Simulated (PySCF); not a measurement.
# Reading a saddle point

A first-order saddle point of CH8BN, closed shell, PBE0-D4/def2-TZVP, with one imaginary mode of 1412i cm⁻¹:

```tsv
atom	x (Å)	y (Å)	z (Å)
B1	-0.6069	-0.3729	-0.3199
C2	0.7654	0.7915	-0.6293
H3	-0.3695	-1.3099	-1.0318
H4	-1.5974	0.2684	-0.5403
H5	0.3993	0.1515	0.5153
N6	-0.3960	-0.6838	1.2079
H7	0.4451	0.8648	-1.6688
H8	0.7279	1.7999	-0.2082
H9	1.7964	0.4273	-0.6342
H10	-1.0815	-0.3292	1.8537
H11	-0.0828	-1.6076	1.4557
```

Computed with PySCF 2.14 with density fitting (its default auxiliary sets; JK sets also for MP2 and CCSD(T)) (basis: def2-TZVPP and def2-QZVPP); correlated methods freeze the cores. Extrapolation: Hartree–Fock as exp(−7.88 √X), correlation as X^−2.97.

(1) Which contacts change along the imaginary mode, and what lies on either side? (A judgement: the text doesn't fix the answer.)

(2) Which side is lower, and how far does the saddle lie above each? (To be estimated.)

T1 diagnostic: at most 0.012.

Results:

(1) The calculation gives: The step is CH₅B ([BH2][CH3]) + NH₃ → BNH₄ ([BH2][NH2]) + CH₄, with the molecules in contact on both sides. Shortening one way: B1–N6, C2–H5; lengthening the same way: B1–C2, H5–N6.
| pair | one side (Å) | saddle (Å) | other side (Å) |
| --- | --- | --- | --- |
| B1–N6 | 1.65 | 1.57 | 1.39 |
| C2–H5 | 2.82 | 1.36 | 1.09 |
| B1–C2 | 1.61 | 1.83 | 3.64 |
| H5–N6 | 1.02 | 1.35 | 3.34 |

(2) Computed: The side with B1–N6, C2–H5 short is lower by 40.3 kJ/mol; the saddle lies 223.4 kJ/mol above it and 183.2 kJ/mol above the other (CCSD(T) at an estimated basis limit (MP2 extrapolated from triple and quadruple zeta, plus CCSD(T) − MP2 in triple zeta); electronic energies).

The step is the kind of exchange with an N–H group that builds nitride films in atomic layer and chemical vapour deposition.

Labels in which every atom is bracketed show which atoms are joined, not bond orders.

For scale, one of the runs: CCSD(T)/def2-TZVPP, 205 basis functions, launched by `OMP_NUM_THREADS=4 python run.py`. The run took 7.3 min on 4 CPU threads of an Intel Xeon (shared host), with 2.5 GiB of host memory at its peak.
